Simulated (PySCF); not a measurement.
Molecule: SMILES CC#CC(C)=O, C5H6O.

Bonds (- single, = double, # triple, : aromatic): C1-C2, C2#C3, C3-C4, C4-C5, C4=O6. C1 carries H7, H8, H9; C5 carries H10, H11, H12.

Frames of a GFN2-xTB Langevin trajectory at 600 K; GIAO PBE0/pcSseg-1 shieldings in PySCF 2.14.0 with density-fitted response routines, gas phase, non-relativistic; equivalent atoms averaged within each frame.

Chemical shifts δ = σref − σ; ¹³C (σref 186.93) and ¹H (σref 31.72) against TMS; H2O for ¹⁷O (σref 336.08), all at this level. The references are static minima.

Question: How do the shifts (ppm) fluctuate along the trajectory?

Answer: 
```
         time (fs)     C4     C2    C3    C5    C1     O6  H10/H11/H12  H7/H8/H9
               250  202.8   98.8  83.7  35.5  -1.8  801.7         2.38      1.61
               425  192.4   99.9  86.7  29.3   8.5  749.6         2.04      2.65
               625  186.2  100.0  89.8  40.0   9.5  711.4         3.01      3.04
               800  180.5   99.6  87.2  44.3   4.9  622.0         3.11      2.61
              1000  197.2  112.1  80.4  53.9   7.2  714.8         2.49      2.97
    mean of frames  191.8  102.1  85.6  40.6   5.7  719.9         2.61      2.57
standard deviation    8.8    5.6   3.6   9.3   4.5   65.7         0.45      0.57
```

5 frames give an uncertainty of the mean of about the standard deviation over 2.2 at best, since frames this close in time may not be independent; classical motion lacks zero-point vibration, and the reference would need the same averaging.
